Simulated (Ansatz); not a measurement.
Ansatz (a program for electronic structure) input (RI-MP2/cc-pVQZ):
A basis named .json is the Basis Set Exchange file of that set.

Ansatz 0.2 input:
```yaml
crystal:
  periodic: [false, false, false]
  atoms:
    - {symbol: C, position_ang: [-0.57228123, 0.00747040, -0.00078176]}
    - {symbol: F, position_ang: [0.71108630, -0.07346237, -0.05506023]}
    - {symbol: H, position_ang: [-0.92248287, 0.17658991, 1.10430640]}
    - {symbol: H, position_ang: [-0.90855118, 1.12961277, 0.01268942]}
    - {symbol: H, position_ang: [-1.13505528, -0.68986378, -0.61676320]}
basis:
  gaussian:
    orbitals: cc-pVQZ
    fitting: {mean_field: def2-universal-jkfit, correlation: cc-pVQZ-RIFIT.json}
total_charge: 1
magnetization: {spin_polarized: true, initial_magnetization: 1}
correlation: {method: mp2, electrons: outside_noble_gas}
```

End of the output:

```
integrals: 0.11 GiB planned
206 factors; integrals over basis functions are off by at most 4.8e0 eV
429 factors; integrals over basis functions are off by at most 7.1e-1 eV
mean field: 0.40 GiB planned
mean field evaluation 1: about -3769.2134 eV, gradient 3.6e1 eV
mean field evaluation 2: about -3771.5232 eV, gradient 2.7e1 eV
mean field evaluation 4: about -3773.3104 eV, gradient 8.5e-1 eV
mean field evaluation 8: about -3773.3198 eV, gradient 2.3e-6 eV
mean field -3773.31983705 eV, -138.6669463635 hartree, gradient 2.3e-6 eV, S^2 0.762406; 0 other end points of the search recorded, 0 dependent functions left out
2 core orbitals not correlated
reference -3773.31983705 eV, -138.6669463635 hartree; 7, 6 occupied and 191, 192 virtual orbitals, 429 factors
second order -12.04668120 eV of doubles, -0.00000000 eV of singles
Total energy: -3785.36651825 eV, -139.1096537322 hartree
```
